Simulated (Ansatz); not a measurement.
# C3H3N: the cost of one run

All numbers below are computed with Ansatz 0.2.0 (RKS B3LYP-D4/def2-SVP).

### Step 1. The structure to begin with

Bond lengths: C1–C2 1.188 Å, C2–C3 1.778 Å, C1–N4 1.173 Å, C3–N4 1.619 Å, C2–H5 1.075 Å, C3–H6 1.125 Å, C3–H7 1.082 Å. Angles: C1–C2–C3 65.9°, C1–C2–H5 136.9°, C3–C2–H5 134.4°, C2–C1–N4 140.2°, C2–C3–N4 81.5°, C2–C3–H6 116.2°, C2–C3–H7 116.8°, N4–C3–H6 110.5°, N4–C3–H7 114.6°, H6–C3–H7 113.3°, C1–N4–C3 72.4°.

As a file:

```xyz
7

C    -0.6711   -0.6257    0.5365
C     0.4892   -0.8760    0.4901
C    -0.0017    0.4858   -0.5429
N    -1.4438    0.1475    0.1106
H     1.2865   -1.0371    1.1931
H     0.3477    1.5050   -0.2205
H     0.0545    0.3325   -1.6126
```

### Step 2. Relaxing end A

The input, input.yaml:

```yaml
crystal:
  periodic: [false, false, false]
  atoms:
    - { symbol: C, position_ang: [-0.6711, -0.6257, 0.5365] }
    - { symbol: C, position_ang: [0.4892, -0.876, 0.4901] }
    - { symbol: C, position_ang: [-0.0017, 0.4858, -0.5429] }
    - { symbol: "N", position_ang: [-1.4438, 0.1475, 0.1106] }
    - { symbol: H, position_ang: [1.2865, -1.0371, 1.1931] }
    - { symbol: H, position_ang: [0.3477, 1.505, -0.2205] }
    - { symbol: H, position_ang: [0.0545, 0.3325, -1.6126] }
basis:
  gaussian: { orbitals: def2-SVP }
hamiltonian:
  xc: b3lyp
  dispersion: d4
relax:
  f_tol: 0.02
  max_steps: 50
```

Run with:

```
$ ansatz run input.yaml --threads 1 --pin off --max-ram 2048MiB --backend cpu --events-out ev --progress --plain --runs-dir out
```

What time and memory should one allow on 1 thread of Intel Xeon Platinum 8488C (Sapphire Rapids), shared host?

About 35 s, with a peak of 0.16 GiB.
